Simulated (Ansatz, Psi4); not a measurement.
Pair of molecules: C2H2 (SMILES C#C) (first 4 atoms) with C2H2 (SMILES C#C); geometry from S66by8 set.
(charge 0, multiplicity 1):
```xyz
8

C     -0.59699    -0.09933    -2.89906
H     -1.65900    -0.09929    -2.90498
C      0.61485    -0.09943    -2.89583
H      1.67687    -0.09956    -2.89603
C     -0.00696     0.08025     2.29204
H     -0.00357     0.04652     1.22875
C     -0.01090     0.11854     3.50351
H     -0.01417     0.15192     4.56442
```

Monomers are frozen at their geometry in the pair; levels with a basis set take the counterpoise correction.

Frozen-core correlation.

Codes used: Ansatz (an electronic-structure program); Psi4 for SAPT. Values without a source in brackets are computed.

Q: Predict the interaction energy from HF/aug-cc-pVDZ.

A: -0.4 kcal/mol
